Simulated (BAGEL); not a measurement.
# BNH3S (SMILES N[B]S): ROHF/6-31G(d) (density fitting with qzvpp-jkfit, spherical functions)

Aim: the vertical doublet–quartet gap of BNH3S at ROHF/6-31G* (density fitting with qzvpp-jkfit, spherical functions), from 2 runs. 

Program for the calculation: BAGEL 1.2.2.

## Step 1: The structure to begin with

The species is BNH3S (6 atoms), meant as a doublet with charge 0. SMILES: `N[B]S`. The shape is that of a PBE0-D4/def2-TZVP optimisation. This is a higher conformer, about 7 kJ/mol above the lowest found by a separate search.

Bond lengths: N1–B2 1.380 Å, B2–S3 1.779 Å, N1–H4 1.005 Å, N1–H5 1.010 Å, S3–H6 1.355 Å. Angles: N1–B2–S3 132.0°, B2–N1–H4 122.5°, B2–N1–H5 124.0°, B2–S3–H6 100.0°, H4–N1–H5 113.6°.

## Step 2: A single-point energy at ROHF/6-31G(d) (density fitting with qzvpp-jkfit, spherical functions)

input.json

```json
{ "bagel": [

{
  "title": "molecule",
  "basis": "6-31gs.json",
  "df_basis": "qzvpp-jkfit",
  "angstrom": true,
  "geometry": [
    { "atom": "N", "xyz": [   -0.621200,    0.083000,   -0.756700 ] },
    { "atom": "B", "xyz": [   -0.538400,   -0.445500,    0.515700 ] },
    { "atom": "S", "xyz": [    0.781100,   -0.475200,    1.709200 ] },
    { "atom": "H", "xyz": [   -1.454200,    0.016000,   -1.315600 ] },
    { "atom": "H", "xyz": [    0.135500,    0.569200,   -1.216600 ] },
    { "atom": "H", "xyz": [    1.739200,    0.188500,    1.017800 ] }
  ]
},
{
  "title": "rohf",
  "nopen": 1
},
{
  "title": "print",
  "file": "orbitals.molden",
  "orbitals": true
}

]}
```

The basis set 6-31G* is read from a file made from the Basis Set Exchange's data (not shown).

Run with:

```console
$ BAGEL_NUM_THREADS=1 BAGEL input.json > input.out
```

Standard output:

```text
* using 1 threads per process

  ===============================================================
  ===============================================================

  *** Geometry ***

  { "atom" : "N", "xyz" : [     -1.173898,      0.156847,     -1.429956 ] },
  { "atom" : "B", "xyz" : [     -1.017429,     -0.841873,      0.974532 ] },
  { "atom" : "S", "xyz" : [      1.476065,     -0.897998,      3.229920 ] },
  { "atom" : "H", "xyz" : [     -2.748040,      0.030236,     -2.486124 ] },
  { "atom" : "H", "xyz" : [      0.256058,      1.075632,     -2.299041 ] },
  { "atom" : "H", "xyz" : [      3.286612,      0.356213,      1.923363 ] },

  Number of auxiliary basis functions:      334

  Since a DF basis is specified, we compute 2- and 3-index integrals:
    o Being stored without compression. Storage requirement is 0.007 GB

  Number of basis functions:       52
  Number of electrons      :       31

    * METHOD: MOLECULE                             0.09

  *** Open-shell HF ***

  === Nuclear Repulsion ===
    81.7052129035

      * DIIS with orbital gradients will be used.

  === ROHF iteration (6-31gs.json) ===
      0       -478.22966473          0.05105377           0.06
      1       -478.35000890          0.02796995           0.05
      2       -478.37983453          0.01566487           0.04
      3       -478.39226905          0.00195981           0.04
      4       -478.39293741          0.00037247           0.04
      5       -478.39304613          0.00013248           0.04
      6       -478.39305817          0.00002589           0.04
      7       -478.39306368          0.00000884           0.04
      8       -478.39306453          0.00000314           0.04
      9       -478.39306480          0.00000099           0.05
     10       -478.39306488          0.00000045           0.04
     11       -478.39306490          0.00000018           0.04
     12       -478.39306491          0.00000005           0.04
     13       -478.39306491          0.00000002           0.04
     14       -478.39306491          0.00000001           0.03
    * SCF iteration converged.

    * S^2 (ROHF) is 0.7500

    * Permanent dipole moment:
           (   -0.003393,    -0.496327,     1.125937) a.u.

    * METHOD: ROHF                                 0.75

    * METHOD: PRINT                                0.01

  ===============================================================
```

Wall time 1 s (1 thread of Arm Neoverse V1, shared host); peak memory 0.085 GiB.

## Step 3: The quartet, same level

input.json

```json
{ "bagel" : [

{
  "title" : "molecule",
  "basis" : "6-31gs.json",
  "df_basis" : "qzvpp-jkfit",
  "angstrom" : true,
  "geometry" : [
    { "atom" : "N", "xyz" : [      -0.621200,       0.083000,      -0.756700 ] },
    { "atom" : "B", "xyz" : [      -0.538400,      -0.445500,       0.515700 ] },
    { "atom" : "S", "xyz" : [       0.781100,      -0.475200,       1.709200 ] },
    { "atom" : "H", "xyz" : [      -1.454200,       0.016000,      -1.315600 ] },
    { "atom" : "H", "xyz" : [       0.135500,       0.569200,      -1.216600 ] },
    { "atom" : "H", "xyz" : [       1.739200,       0.188500,       1.017800 ] }
  ]
},

{
  "title" : "rohf",
  "nopen" : 3
},

{
  "title" : "print",
  "file" : "orbitals.molden",
  "orbitals" : true
}

]}
```

The basis set 6-31G* is read from a file made from the Basis Set Exchange's data (not shown).

Run with:

```console
$ BAGEL_NUM_THREADS=1 BAGEL input.json > input.out
```

Standard output:

```text
* using 1 threads per process

  ===============================================================
  ===============================================================

  *** Geometry ***

  { "atom" : "N", "xyz" : [     -1.173898,      0.156847,     -1.429956 ] },
  { "atom" : "B", "xyz" : [     -1.017429,     -0.841873,      0.974532 ] },
  { "atom" : "S", "xyz" : [      1.476065,     -0.897998,      3.229920 ] },
  { "atom" : "H", "xyz" : [     -2.748040,      0.030236,     -2.486124 ] },
  { "atom" : "H", "xyz" : [      0.256058,      1.075632,     -2.299041 ] },
  { "atom" : "H", "xyz" : [      3.286612,      0.356213,      1.923363 ] },

  Number of auxiliary basis functions:      334

  Since a DF basis is specified, we compute 2- and 3-index integrals:
    o Being stored without compression. Storage requirement is 0.007 GB

  Number of basis functions:       52
  Number of electrons      :       31

    * METHOD: MOLECULE                             0.10

  *** Open-shell HF ***

  === Nuclear Repulsion ===
    81.7052129035

      * DIIS with orbital gradients will be used.

  === ROHF iteration (6-31gs.json) ===
      0       -477.93416603          0.06038769           0.03
      1       -478.06080686          0.04175511           0.03
      2       -478.11494774          0.02975467           0.03
      3       -478.16195495          0.00271123           0.04
      4       -478.16345897          0.00148112           0.03
      5       -478.16427847          0.00113191           0.04
      6       -478.16507247          0.00079438           0.04
      7       -478.16552589          0.00027176           0.03
      8       -478.16571790          0.00022747           0.04
      9       -478.16568336          0.00004387           0.03
     10       -478.16571544          0.00001003           0.04
     11       -478.16571710          0.00000430           0.04
     12       -478.16571593          0.00000146           0.04
     13       -478.16571629          0.00000030           0.05
     14       -478.16571648          0.00000013           0.04
     15       -478.16571650          0.00000005           0.04
     16       -478.16571651          0.00000001           0.04
     17       -478.16571651          0.00000001           0.06
    * SCF iteration converged.

    * S^2 (ROHF) is 3.7500

    * Permanent dipole moment:
           (   -1.395141,    -0.444578,    -0.179230) a.u.

    * METHOD: ROHF                                 0.79

    * METHOD: PRINT                                0.01

  ===============================================================
```

Run time: 1 s. Hardware: 1 thread of Arm Neoverse V1, shared host; peak memory 0.085 GiB.

## Step 4: What came out

At ROHF/6-31G* (density fitting with qzvpp-jkfit, spherical functions):

| quantity | value |
| --- | --- |
| doublet: total energy | -478.39306 Eh |
| doublet: dipole moment | 3.13 D |
| doublet: ⟨S²⟩ | 0.750 |
| quartet: total energy | -478.16572 Eh |
| quartet: dipole moment | 3.75 D |
| quartet: ⟨S²⟩ | 3.750 |
| vertical energy of the quartet above the doublet | 6.186 eV |

**Reading.** At this shape the quartet lies 6.19 eV (597 kJ/mol) above the doublet.
